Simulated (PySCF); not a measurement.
## Functional dependence of a UV spectrum

Species: C₄H₆O.
SMILES: `C1=CCOC1`

Linear-response calculations in the def2-SVPD basis (PySCF; singlets by full response, triplets Tamm–Dancoff, core orbitals frozen in the response; HF means time-dependent Hartree–Fock). 'Strongest' is the level of largest summed f among the singlets computed (10 roots, of which the last may lack a degenerate partner); it can jump between rows when another state enters that window. S1 is the lowest singlet of each run and needn't be the same state throughout; f(S1) is that of one state. Isolated species at its PBE0-D3(BJ)/def2-SVP geometry, gas phase.

```csv
functional,kind,S1 (eV),f(S1),strongest (eV),T1 (eV),HOMO (eV),gap (eV),"ionisation energy, ΔSCF (eV)"
LDA,LDA,4.77,0.035,7.48,4.19,-5.50,4.47,8.73
PBE,GGA,4.89,0.036,7.46,4.14,-5.43,4.60,8.63
B3LYP,"global hybrid, 20% exact exchange",5.79,0.072,7.66,4.27,-6.58,6.55,8.95
PBE0,"global hybrid, 25% exact exchange",5.95,0.084,7.81,4.20,-6.77,6.99,8.94
BHandHLYP,"global hybrid, 50% exact exchange",6.78,0.207,6.78,4.18,-7.96,9.25,9.15
CAM-B3LYP,range-separated hybrid,6.32,0.123,7.90,4.25,-8.14,9.50,9.12
wB97X-D,range-separated hybrid,6.28,0.115,7.89,4.37,-8.63,10.69,9.05
LC-wPBE,range-separated hybrid,6.68,0.166,6.68,4.15,-9.44,11.93,9.29
HF,Hartree–Fock,7.28,0.354,7.28,3.70,-9.58,12.31,not settled
```

S1 runs from 4.77 eV (LDA) to 7.28 eV (HF), a spread of 2.51 eV, while the orbital gap spreads over 7.8 eV. Along PBE (0%), B3LYP (20%), PBE0 (25%), BHandHLYP (50%), HF (100%) S1 rises with the share of exact exchange. −ε(HOMO) comes closest to its own ΔSCF ionisation energy with LC-wPBE (+0.15 eV) and misses most with LDA (-3.23 eV). 'Not settled' means that the ion's SCF failed to converge or may have ended in another state than the lowest.
